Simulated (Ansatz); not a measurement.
Consider Pt in the fcc (Cu type) structure (space group Fm-3m, No. 225; a = 3.970 Å).

All numbers come from Ansatz (a quantum-chemistry and plane-wave program) PBE, without spin-orbit coupling, earlier PAW set.

Perturbation: full substitution Pt → Ni; the structure is relaxed again.

Measured lattice parameter a: Pt 3.913 Å (static lattice; corrected from measurement; as listed in Daniel Mejia-Rodriguez, S. B. Trickey, Phys. Rev. B (2018)); Ni 3.508 Å (static lattice; corrected from measurement; as listed in Daniel Mejia-Rodriguez, S. B. Trickey, Phys. Rev. B (2018)).

Question: How well does PBE reproduce the measured shift?

Answer: With PBE the lattice parameter a moves by -0.451 Å (3.970 → 3.519) against -0.405 Å measured.

The magnetic state is the one reached from the starting moments; the real material's order can differ, and small cells can't hold many antiferromagnetic ones. Whether these cells are dynamically stable was not tested. Spin-polarised in the final run: Ni; the other runs are not.
